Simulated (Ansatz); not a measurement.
Process, species as SMILES: F[C](F)F → C atom + 3 F atom
B3LYP-D3(BJ)/def2-TZVP geometries, fixed; electronic energies without zero-point terms.

Energies in hartree at MP2 with Ansatz (a first-principles code); the atomisation energy is their sum with the coefficients shown, times 627.509 kcal/mol a hartree. All functions are spherical. Cores are frozen. Open shells are unrestricted. No added dispersion term, no relativity.

```
species   coefficient          part     cc-pVDZ     cc-pVTZ     cc-pVQZ
--------  -----------  ------------  ----------  ----------  ----------
F[C](F)F           -1  Hartree-Fock  -336.14671  -336.26346  -336.29109
F[C](F)F           -1   correlation    -0.66353    -0.87837    -0.95791
C atom             +1  Hartree-Fock   -37.68654   -37.69157   -37.69331
C atom             +1   correlation    -0.05176    -0.06692    -0.07206
F atom             +3  Hartree-Fock   -99.37524   -99.40552   -99.41377
F atom             +3   correlation    -0.14060    -0.19983    -0.22144
```

### Question
Predict the atomisation energy in cc-pV5Z (X = 5): let each Hartree-Fock step shrink by the ratio of the last two, and fit each correlation energy at X = 3 and 4 to E + A/X^3. Compare with the run.

### Answer

- F[C](F)F: steps -0.11675 and -0.02763, ratio 0.237, so Hartree-Fock -336.29764 (run: -336.29859); A = (-0.87837 - (-0.95791))/(1/27 - 1/64) = 3.7147, correlation -0.95791 - A/64 + A/125 = -0.98623 (run: -0.99149).
- C atom: steps -0.00503 and -0.00174, ratio 0.346, so Hartree-Fock -37.69391 (run: -37.69368); A = (-0.06692 - (-0.07206))/(1/27 - 1/64) = 0.2401, correlation -0.07206 - A/64 + A/125 = -0.07389 (run: -0.07415).
- F atom: steps -0.03028 and -0.00825, ratio 0.272, so Hartree-Fock -99.41601 (run: -99.41605); A = (-0.19983 - (-0.22144))/(1/27 - 1/64) = 1.0092, correlation -0.22144 - A/64 + A/125 = -0.22914 (run: -0.23068).
Predicted 364.34 kcal/mol; the run in cc-pV5Z gives 365.25, a miss of -0.90. Keeping the value in cc-pVQZ, 362.70, would miss by -2.55. All sums are of the energies as printed.
